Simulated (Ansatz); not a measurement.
Born–Oppenheimer molecular dynamics of CH₆AlF (9 atoms, charge 0, multiplicity 1). It starts at the highest image of a converged band, a first-order saddle point between two minima.

Level of theory: RKS PBE-D4/def2-SVP (Ansatz 0.2.0).

| Item | Value |
| --- | --- |
| ensemble | NVE (velocity Verlet) |
| time step | 0.5 fs |
| steps asked | 200 |
| starting velocities drawn for | 300 K |
| seed | 7115 |

First frame:

```xyz
9
Properties=species:S:1:pos:R:3
Al -0.107 -0.303 0.115
C -0.032 -0.080 2.218
H -1.048 0.084 2.629
H 0.566 -0.649 2.961
H 0.489 0.902 2.131
F 1.355 0.165 -0.579
H -1.503 0.097 -0.507
H -0.039 -2.007 0.543
H 0.003 -1.353 1.409
```

Question: How far do the bonds stretch over the last three quarters of this one trajectory? (Pairs bonded in most of those frames.)

Answer: 
| bond | mean (Å) | spread (Å) | shortest | longest |
| --- | --- | --- | --- | --- |
| Al1–F6 | 1.692 | 0.022 | 1.65 | 1.73 |
| Al1–H7 | 1.598 | 0.025 | 1.56 | 1.65 |
| Al1–H8 | 1.639 | 0.113 | 1.46 | 1.85 |
| C2–H3 | 1.106 | 0.014 | 1.08 | 1.14 |
| C2–H4 | 1.111 | 0.026 | 1.05 | 1.18 |
| C2–H5 | 1.116 | 0.022 | 1.07 | 1.15 |
| C2–H9 | 1.150 | 0.097 | 1.01 | 1.41 |

Pairs bonded in part of these frames only: Al1–C2 25 %, Al1–H9 20 %, C2–H9 95 %.

Mean temperature of the second half: 1181 K. The conserved energy stayed within 0.34 meV per atom of its start (net change -0.021 meV per atom), so the integration is sound. The kinetic energy rose, since the run started high on the potential surface and went downhill. It ends in pieces (AlFH2 + CH4), so much of that is their flight and rotation, not heat. A run of 0.1 ps of so small a system gives no equilibrium averages. The orbitals stay closed-shell, which can raise the energy where a bond breaks towards radicals; this wasn't checked here.

Run time: 3.1 min on 1 thread of Intel(R) Xeon(R) 6975P-C (Granite Rapids), with other jobs on the host, peak memory 0.17 GiB.
